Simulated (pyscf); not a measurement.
H₂N–BH–NH₂ + H₂B–NH₂ -> H₂N–B(NH₂)–NH₂ + borane (BH₃) (four-centre exchange; singlet surface; B–H, B–N broken, B–N, B–H formed). Single points on ωB97X-D3(BJ)/def2-SVP structures (PySCF, gas phase). Energies in kJ/mol from the separated reactants.

```tsv
level	barrier	reaction energy
ωB97X-D3(BJ)/def2-TZVP	___	+89.9
PBE/def2-TZVP	64.1	+108.3
B3LYP-D3(BJ)/def2-TZVP	77.1	+96.7
PBE0-D3(BJ)/def2-TZVP	___	___
M06-2X/def2-TZVP	65.8	+89.6
ωB97M-D3(BJ)/def2-TZVP	66.8	+93.9
```

### Question
Complete the blanks.

### Answer

- ωB97X-D3(BJ)/def2-TZVP, barrier: 64.5
- PBE0-D3(BJ)/def2-TZVP, barrier: 54.5
- PBE0-D3(BJ)/def2-TZVP, reaction energy: +97.4

On the product side the descent ends in an adduct with a B–N contact (not fully relaxed), 122.0 kJ/mol under the separated species and 96.6 kJ/mol under the saddle at ωB97X-D3(BJ)/def2-TZVP. At ωB97X-D3(BJ)/def2-TZVP, PBE, B3LYP-D3(BJ), PBE0-D3(BJ), M06-2X, ωB97M-D3(BJ) the saddle lies under the separated products, which points to a path from their complex (located at ωB97X-D3(BJ) alone), and parting the products costs more than the saddle. What is counted as broken (B–N) persists as a longer contact in the product adduct; parting that adduct is a step of its own. The reactants may also form a dative adduct at H₂N–BH–NH₂; it and routes through it were not searched. One saddle was located; it need not be the lowest between these sides.
